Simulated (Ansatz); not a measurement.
Born–Oppenheimer molecular dynamics of CH5O (7 atoms, charge 0, multiplicity 2). It starts at the highest image of a converged band, a first-order saddle point between two minima.

Method: Ansatz, UKS PBE0/def2-SVP.

| Item | Value |
| --- | --- |
| ensemble | NVE (velocity Verlet) |
| time step | 0.5 fs |
| steps asked | 200 |
| starting velocities drawn for | 300 K |
| seed | 8446 |

First frame:

```xyz
7
Properties=species:S:1:pos:R:3
H -0.869 -0.330 -0.480
C 0.214 -0.242 0.292
O 1.119 0.648 -0.210
H -1.658 -0.365 -1.064
H 0.618 -1.262 0.257
H -0.216 0.007 1.278
H 0.792 1.544 -0.073
```

How far do the bonds stretch over the last three quarters of this one trajectory? (Pairs bonded in most of those frames.)


```
 bond  mean (Å)  spread (Å)  shortest  longest
H1–C2     1.111       0.031      1.06     1.16
C2–O3     1.396       0.026      1.36     1.44
C2–H5     1.103       0.017      1.07     1.13
C2–H6     1.109       0.008      1.09     1.13
O3–H7     0.964       0.020      0.93     0.99
```

Mean temperature of the second half: 450 K. The conserved energy stayed within 0.22 meV per atom of its start (net change 0.13 meV per atom), so the integration is sound. The kinetic energy rose, since the run started high on the potential surface and went downhill. It ends in pieces (CH4O + H), so much of that is their flight and rotation, not heat. A run of 0.1 ps of so small a system gives no equilibrium averages.

Run time: 4.6 min on 1 thread of Arm Neoverse V2, on a shared host, peak memory 0.11 GiB.
